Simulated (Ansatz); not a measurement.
**One elementary step**

Start structure (CH3F2 (charge -1), closed shell), relaxed at PBE0-D4/def2-TZVPD:

F1  (-0.756, -1.431, 0.772)
C2  (-0.155, -0.294, 0.158)
F3  (0.930, 1.759, -0.949)
H4  (-0.081, 0.505, 0.890)
H5  (0.835, -0.564, -0.195)
H6  (-0.772, 0.025, -0.676)
(Å)

The step: [CH₃F ([CH3][F]) + F]⁻ → [CH₃F ([CH3][F]) + F]⁻; bonds formed: C2–F3; bonds broken: F1–C2. Computed with Ansatz 0.2.0 (basis: def2-TZVPPD and def2-QZVPPD); correlated methods freeze the cores. Extrapolation: Hartree–Fock as exp(−7.88 √X), correlation as X^−2.97. Energies below are by CCSD(T) at an estimated basis limit (MP2 extrapolated from triple and quadruple zeta, plus CCSD(T) − MP2 in triple zeta).

Task: What are the electronic barrier and the energy of the step, from the start structure to the end structure? (Judge from chemistry; the value comes from the calculation.)

Result: By the calculation: Barrier 0.572 eV; step energy 0.000 eV (both ends alike: a degenerate step); reverse barrier, their difference, 0.572 eV. Barrier and step energy count from the start structure, the reverse barrier from the end structure.

The saddle point: One imaginary mode of 521i cm⁻¹.
```json
{"pair": "C2–F3", "start (Å)": "2.57", "saddle (Å)": "1.82", "end (Å)": "1.43"}
{"pair": "F1–C2", "start (Å)": "1.43", "saddle (Å)": "1.82", "end (Å)": "2.57"}
```

Zero-point energy (harmonic, PBE0-D4): ZPE is 1.076 eV at the start and 1.062 eV at the saddle, so the barrier goes from 0.572 to 0.558 eV.

First-order rate constant out of the start structure at 298 K by transition-state theory, with harmonic vibrational free energies alone and no tunnelling: ΔA‡ = 0.602 eV, so k = (kB T/h) exp(−ΔA‡/kB T) ≈ 10^3 s⁻¹ (an order of magnitude at best: rotation, the number of equivalent paths and anharmonicity are left out).

No T1 diagnostic of these runs exceeds 0.020.

Labels in which every atom is bracketed show which atoms are joined, not bond orders.

For scale, one of the runs: CCSD(T)/def2-TZVPPD, 168 basis functions, launched by `ansatz run in.yaml --threads 2 --pin off --events-out ev --progress --plain --max-ram 4352MiB`. The run took 23 s on 2 CPU threads of an Arm Neoverse N1 (shared host), with 1.1 GiB of host memory at its peak.
